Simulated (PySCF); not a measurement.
## Exercise with solution: dipole moment from atomic charges

fluoroethene (C2H3F), SMILES C=CF. Atoms are numbered in the order given.

```xyz
6

C      0.1987    -1.1771     0.0000
C     -0.4335    -0.0213     0.0000
F      0.2233     1.1553     0.0000
H      1.2783    -1.2323     0.0000
H     -0.3725    -2.0935     0.0000
H     -1.5067     0.1184     0.0000
```
Charge 0, spin multiplicity 1.

Coordinates come from a B3LYP-D3(BJ)/def2-TZVP optimisation.

Charges (e) from r2SCAN/def2-TZVPD run with PySCF:

| atom | IAO | ESP fit |
|---|---|---|
| C1 | -0.390 | -0.600 |
| C2 | 0.159 | 0.148 |
| F3 | -0.274 | -0.152 |
| H4 | 0.173 | 0.261 |
| H5 | 0.176 | 0.218 |
| H6 | 0.157 | 0.124 |

The dipole moment of the full density is 1.33 D.

Question: What dipole moment does each set of point charges give, and which comes closer to that of the density?

Answer: 
μ = Σ q r, and 1 e Å = 4.8032 D.
IAO: Σ q r = (-0.289, -0.424, 0.000) e Å, |μ| = 2.46 D.
ESP fit: Σ q r = (-0.152, -0.236, 0.000) e Å, |μ| = 1.35 D.
ESP fit comes closer in size. Point charges leave out the atoms' own dipoles (lone pairs, polarised bonds); fits to the potential absorb them, partitions of the density don't.
